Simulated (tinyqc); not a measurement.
Hueckel theory of the pi electrons, for the molecule C=NC=O (SMILES; centres numbered as the heavy atoms are written), step by step. One step of it, computed by the program tinyqc.

Task: Energy, charges, bond orders. E = sum n x; q_r = z_r - P_rr; bond order p = P_rs; free valence = sqrt(3) - sum of p over the bonds of the atom.

x values: 2.023728  1.195580  -0.308175  -1.341134

occupations: 2.000000  2.000000  0.000000  0.000000

charge and bond-order matrix P, lower triangle:
```
           1C         2N        3C        4O
1C   0.597990
2N   0.826993   1.215489
3C   0.220542   0.501674  0.620088
4O  -0.325319  -0.134055  0.745219  1.566432
```

Centres:

| centre | z_r, pi electrons of the neutral centre | h |
|---|---|---|
| 1C | 1 | 0.000000 |
| 2N | 1 | 0.480000 |
| 3C | 1 | 0.000000 |
| 4O | 1 | 1.090000 |

Bonds:

| i | j | k |
|---|---|---|
| 1 | 2 | 1 |
| 2 | 3 | 1 |
| 3 | 4 | 1 |

Give: pi energy = 4 alpha + this times beta; pi charges; Bond orders and lengths from R = 1.517 - 0.180 p; free valence of the carbons; gap between the highest filled and the next level.

Result:

pi energy = 4 alpha + this times beta = 6.439

pi charges: 1C 0.402, 2N -0.215, 3C 0.380, 4O -0.566

Bond orders and lengths from R = 1.517 - 0.180 p (angstrom, C-C alone):

| bond | p | R |
|---|---|---|
| 1-2 | 0.827 | - |
| 2-3 | 0.502 | - |
| 3-4 | 0.745 | - |

free valence of the carbons: 1C 0.905, 3C 0.485

gap between the highest filled and the next level = 1.504 |beta|
